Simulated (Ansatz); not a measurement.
# A ladder of methods for BH2O (SMILES B[O])

BH2O has 4 atoms, charge 0, and is taken as a doublet. SMILES: `B[O]`. Geometry: optimised at r2SCAN/def2-SVP.

Each level gives the adiabatic ionisation energy (to the singlet cation, shapes relaxed at r2SCAN/def2-SVP, no zero-point term) (eV). The values are calculated.

| level | kind | program | value (eV) | less CCSD(T)/def2-TZVPP | CPU time (all runs) |
| --- | --- | --- | --- | --- | --- |
| UHF/def2-TZVPP | Hartree–Fock | Ansatz | 11.39 | +0.86 | 0.7 s |
| USVWN5/def2-TZVPP | LDA | Ansatz | 10.46 | -0.07 | 0.86 s |
| UBLYP/def2-TZVPP | GGA | Ansatz | 10.62 | +0.09 | 1.6 s |
| UPBE0-D4/def2-TZVPP | global hybrid | Ansatz | 10.85 | +0.32 | 1.6 s |
| U-wB97M-V/def2-TZVPP | range-separated hybrid | Ansatz | 10.72 | +0.19 | 6 s |
| UCAM-B3LYP/def2-TZVPP | range-separated hybrid | Ansatz | 10.96 | +0.43 | 2 s |
| UMP2/def2-TZVPP | perturbation theory | Ansatz | 9.86 | -0.67 | 1.2 s |
| UCCSD(T)/def2-TZVPP | coupled cluster or CI | Ansatz | 10.53 | 0.00 | 4.6 s |

Differences are taken from UCCSD(T)/def2-TZVPP for orientation; it has basis-set and higher-order errors of its own. The values span 9.86 to 11.39 eV. In so small a basis fixed costs decide the times, and correlated methods can beat functionals. Times are those of the runs behind each value, whatever else they computed, on shared processors of several kinds: orders of magnitude only.
